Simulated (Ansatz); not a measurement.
`C=NC(C)=S` + H₂O → `CC(O)=S` + `C=N` at 400 K and 1 bar (formal hydrolysis of a C–N bond).

Computed with Ansatz on PBE0-D4/def2-TZVP structures; ΔE is electronic, products minus reactants. CCSD(T)/CBS is the MP2 limit (def2-TZVPP, def2-QZVPP) plus CCSD(T) − MP2 in def2-TZVPP, frozen cores. This one scheme is used for every species. One conformer a species, not always the lowest.

| species | CCSD(T)/CBS energy (Eh) | H − E (kJ/mol) | S (J/(mol·K)) |
| --- | --- | --- | --- |
| `C=NC(C)=S` | -569.59878 | 226.8 | 353.3 |
| H₂O | -76.37941 | 69.8 | 198.6 |
| `CC(O)=S` | -551.45551 | 180.0 | 318.8 |
| `C=N` | -94.52360 | 119.4 | 238.9 |

H − E and S are ideal-gas, rigid-rotor, harmonic terms from PBE0-D4/def2-TZVP, for one conformer and one mirror image of each species. 1 Eh = 2625.50 kJ/mol, R = 8.31446 J/(mol·K).

**Question.** By hand: ΔE, ΔH, ΔS and ΔG.

**Answer.** ΔE = (-551.45551) + (-94.52360) − (-569.59878) − (-76.37941) = -0.00092 Eh = -2.4 kJ/mol. Δ(H − E) = 180.0 + 119.4 − 226.8 − 69.8 = 2.8, so ΔH = 0.4 kJ/mol. ΔS = 318.8 + 238.9 − 353.3 − 198.6 = 5.8 J/(mol·K). ΔG = 0.4 − 400 × (5.8)/1000 = -1.9 kJ/mol.

**Question.** By hand: the equilibrium constant, and the temperature at which ΔG would vanish if ΔH and ΔS stayed fixed.

**Answer.** log₁₀ K = −ΔG/(RT ln 10) = 0.2. ΔG = 0 at ΔH/ΔS = 69 K, though so small a ΔH makes that figure unsure.

TΔS isn't small against ΔH here. The sign of ΔG lies within the doubt. A doubt of 5 kJ/mol in ΔE shifts log₁₀ K by 0.7 here. Other conformers and mirror images would add mixing entropy, several J/(mol·K) or more a flexible species. These are equilibria of isolated gas molecules and say nothing of rates. Largest T1 diagnostic: 0.017 (customary marks: 0.02 for closed shells, 0.045 for open ones).
